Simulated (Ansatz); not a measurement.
**Setting up doublet CH6BN+ in Ansatz**

The species is CH6BN+ (9 atoms), meant as a doublet with charge +1. SMILES of the parent species: `CBN`. The shape was relaxed beforehand at r2SCAN/def2-SVP.

| atom | x (Å) | y (Å) | z (Å) |
| --- | --- | --- | --- |
| C | -0.5951 | 0.8980 | -0.5784 |
| B | 0.3957 | -0.2466 | -0.2369 |
| N | 0.5346 | -0.9135 | 1.0332 |
| H | -1.4086 | 0.3261 | -1.0835 |
| H | -0.1896 | 1.5772 | -1.3421 |
| H | -1.0046 | 1.4333 | 0.2874 |
| H | 1.1227 | -0.7031 | -1.1161 |
| H | 1.3814 | -0.8321 | 1.6116 |
| H | -0.1479 | -1.5857 | 1.4078 |

Settings wanted:

```json
{"basis set": "def2-TZVP", "integral approximation": "automatic", "task": "energy", "method": "HF", "reference": "UHF", "relativity": "none", "accuracy": "medium", "start density": "atoms"}
```

Problem. Give an Ansatz 0.2.0 job that does this.

Solution. One that was run (others would do as well):

molecule.yaml:
```yaml
crystal:
  periodic: [false, false, false]
  atoms:
    - {symbol: C, position_ang: [-0.595055, 0.898029, -0.578376]}
    - {symbol: B, position_ang: [0.395692, -0.246560, -0.236948]}
    - {symbol: "N", position_ang: [0.534559, -0.913539, 1.033207]}
    - {symbol: H, position_ang: [-1.408564, 0.326126, -1.083521]}
    - {symbol: H, position_ang: [-0.189586, 1.577167, -1.342144]}
    - {symbol: H, position_ang: [-1.004627, 1.433325, 0.287373]}
    - {symbol: H, position_ang: [1.122722, -0.703060, -1.116107]}
    - {symbol: H, position_ang: [1.381446, -0.832072, 1.611575]}
    - {symbol: H, position_ang: [-0.147888, -1.585715, 1.407842]}
basis:
  gaussian: {orbitals: def2-TZVP}
total_charge: 1
magnetization: {spin_polarized: true, initial_magnetization: 1}
hamiltonian: {xc: hf}
```

```bash
$ ansatz run molecule.yaml --threads 1 --pin off --max-ram 3480MiB --events-out events.jsonl --progress --plain --runs-dir runs
```

Calculated total energy: -120.26319 Eh.
